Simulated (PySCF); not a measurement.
# Changing the system itself: AlN (triplet)

One physical setting of the base script is moved in each run, with the edits that it forces.

The runs use PySCF 2.14.0; each script names its method and basis.

5 further runs of the same task are left out: 5 that didn't finish.

## Step 1: The system as given

AlN (triplet): 2 atoms, charge 0, spin multiplicity 3.

Bond lengths: Al1–N2 1.665 Å.

## Step 2: The run that the others are compared with

File input.py:

```python
from pyscf import gto, dft

mol = gto.M(
    atom='Al 0 0 0; N 0 0 1.665',
    basis='6-31g*',
    charge=0,
    spin=2,
    verbose=4,
)
mf = dft.UKS(mol, xc='revpbe')
mf.kernel()
mf.stability(internal=True, external=True)
mf.dip_moment()
print('orbital energies (hartree):', [e[max(0, n-3):n+3].round(4) for e, n in zip(mf.mo_energy, mol.nelec)])
```

Launch:

```console
OMP_NUM_THREADS=1 python input.py
```

Its log is not repeated here.

It gives: E(SCF) = -296.949376 Eh, 12 cycles, ⟨S²⟩ = 2.009, μ = 2.15 D, internal stable; real -> complex stable; UHF/UKS -> GHF/GKS unstable.

The bond length is a typed value, not an optimised one. The triplet is typed in the script; nothing here shows that it is the ground state.

## Step 3: Bond 3.33 Å

Variant 1 changes bond length: 1.665 Å → 3.33 Å.

File input.py:

```python
from pyscf import gto, dft

mol = gto.M(
    atom='Al 0 0 0; N 0 0 3.33',
    basis='6-31g*',
    charge=0,
    spin=2,
    verbose=4,
)
mf = dft.UKS(mol, xc='revpbe')
mf.kernel()
mf.stability(internal=True, external=True)
mf.dip_moment()
print('orbital energies (hartree):', [e[max(0, n-3):n+3].round(4) for e, n in zip(mf.mo_energy, mol.nelec)])
```

Launch:

```console
OMP_NUM_THREADS=1 python input.py
```

## Step 4: PCM, ε = 20.5

Variant 2 changes solvent: none (gas phase) → PCM, ε = 20.5; step after the SCF: stability → analyze.

File input.py:

```python
from pyscf import gto, dft, solvent

mol = gto.M(
    atom='Al 0 0 0; N 0 0 1.665',
    basis='6-31g*',
    charge=0,
    spin=2,
    verbose=4,
)
mf = dft.UKS(mol, xc='revpbe')
mf = solvent.PCM(mf)
mf.with_solvent.eps = 20.5
mf.kernel()
mf.analyze()
print('orbital energies (hartree):', [e[max(0, n-3):n+3].round(4) for e, n in zip(mf.mo_energy, mol.nelec)])
```

## Step 5: Septet

Variant 3 changes spin (2S): 2 → 6.

input.py: that of step 2 with these lines changed.

```diff
@@ -6,3 +6,3 @@
     charge=0,
-    spin=2,
+    spin=6,
     verbose=4,
```

Before running it: what results should come out? Wanted: for each run, E(SCF); from base; gap, α spin; SCF dipole; after the SCF.

**Answer**, as computed:

```tsv
run	E(SCF) (hartree)	from base (eV)	cycles	gap, α spin (eV)	SCF dipole (D)	after the SCF
base	-296.949376	0	12	3.92	2.15	unstable: UHF/UKS -> GHF/GKS
bond 3.33 Å	-296.882955	+1.8074	12	2.50	3.22	unstable: UHF/UKS -> GHF/GKS
PCM, ε = 20.5	-296.958412	-0.2459	11	4.02	3.69	n/a
septet	-296.620448	+8.9506	8	2.20	4.05	unstable: UHF/UKS -> GHF/GKS
```

What this shows: The largest comparable shift of the SCF energy, +8.951 eV, comes with the run “septet”. A continuum solvent with ε = 20.5 lowers the energy by 0.246 eV. The septet solution found lies 8.95 eV above the base triplet at this geometry and level.
